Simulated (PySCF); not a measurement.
Several compounds and their computed core spectra got separated.

The calculation used delta-SCF UKS SCAN, pcX-2 on the ionised atom, pcseg-1 elsewhere, spin-free X2C (PySCF). Geometries: GFN2-xTB; isolated species, one conformer each.

Line lists (1s up to Mg, 2p3/2 beyond; areas count atoms within a level, one atom standing for each set equivalent by bonding):
1. C 1s: 290.04 (area 1), 290.37 (area 1), 291.97 (area 1) eV; O 1s: 538.84 eV; P 2p3/2: 136.26 eV
2. Si 2p3/2: 107.02 eV
3. C 1s: 290.74 (area 1), 290.78 (area 1), 290.95 (area 1), 292.41 (area 1) eV; Cl 2p3/2: 205.58 eV

Structures:
A. `C=CPCO`
B. `[SiH4]`
C. `ClCC=C=C`

Match each list to its structure.

- 1 = A: no other candidate has this set of levels. C 1s: 290.04 terminal =CH2 carbon, 290.37 alkene CH carbon, 291.97 carbinol carbon (C–OH); O 1s: 538.84 alcohol oxygen; P 2p3/2: 136.26 phosphine phosphorus.
- 2 = B: no other candidate has this set of levels. Si 2p3/2: 107.02 four-coordinate silicon.
- 3 = C: no other candidate has this set of levels. C 1s: 290.74 outer carbon of cumulated double bonds, 290.78 central carbon of cumulated double bonds, 290.95 outer carbon of cumulated double bonds, 292.41 sp3 C–Cl carbon; Cl 2p3/2: 205.58 alkyl chlorine.

For 2p shells one spin-free hole was relaxed; a mean-field spin–orbit operator and the ground-state splitting of the three 2p orbitals were then diagonalised within the shell. The shell's mean is (2 × 2p3/2 + 2p1/2)/3, and the degeneracies 2j + 1 give areas of 2:1. 1 of these hole states is spin-contaminated (⟨S²⟩ 0.86, against 0.75; counted from 0.85) and less certain.
